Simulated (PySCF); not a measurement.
BCl3, SMILES ClB(Cl)Cl. Atoms are numbered in the order given.

```xyz
4

B      0.0000     0.0000     0.0000
Cl     1.7417     0.0000     0.0000
Cl    -0.8709    -1.5084     0.0000
Cl    -0.8709     1.5084     0.0000
```

Coordinates come from a PBE0-D3(BJ)/def2-SVP optimisation. The isomer is the one that the SMILES or the coordinates give; other isomers of the formula were not compared.

Computed with PBE0-D3(BJ)/def2-SVP in PySCF.

Frequencies are harmonic and unscaled.

Modes within 1.5 cm⁻¹ of each other (mostly degenerate sets) share a row, with their intensities summed.

```
mode  ν (cm⁻¹)  IR (km/mol)  Raman (Å⁴/amu)  depolarisation  moving atoms (share of kinetic energy)
----  --------  -----------  --------------  --------------  --------------------------------------
1–2        256          1.5             5.4            0.75                                 Cl 95 %
3          453          7.4             0.0               –                          B 91 %, Cl 9 %
4          479          0.0             8.0            0.10                                Cl 100 %
5–6       1001        735.8             0.2            0.75                         B 85 %, Cl 15 %
```
